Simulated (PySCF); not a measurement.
Gas-phase reaction: SiH2Cl2 + SiCl2 = 2 SiHCl + 2 Cl

Computed with PySCF (xtb for GFN2) and rigid-rotor harmonic-oscillator thermochemistry at 1 bar. † marks an energy on the PBE0/def2-TZVP geometry and frequencies; other levels use their own. Open shells (unrestricted): Cl (multiplicity 2, electronic degeneracy 6); the rest are closed-shell singlets. GFN2 has no spin-polarisation term. Spin-orbit splitting is ignored; it lowers the true energy and changes the entropy of Cl. SiHCl: computed as isolated molecules; such fragments, hydroxides, amides, oligomers or adducts are transient or little studied in the gas. The harmonic model lacks anharmonicity and excited electronic states, which grow with temperature; levels with a mode under 35 cm⁻¹ are left out.

| level | ΔE electronic, kJ | ΔH°(298 K), kJ | ΔS°(298 K), J/K | ΔG°(2500 K), kJ |
|---|---|---|---|---|
| BLYP/def2-TZVP† | 798 | 785 | 270 | 110 |
| GFN2-xTB | 791 | 781 | 265 | 126 |
| HF/def2-TZVP† | 687 | 673 | 270 | -1 |
| PBE/def2-TZVP† | 862 | 848 | 270 | 174 |
| PBE0/def2-SVP† | 844 | 831 | 270 | 156 |
| LDA/def2-TZVP† | 973 | 960 | 270 | 285 |
| ωB97X-V/def2-TZVP† | 865 | 851 | 270 | 177 |
ΔH° is lowest at HF/def2-TZVP† and highest at LDA/def2-TZVP†. No reference value is set beside these.
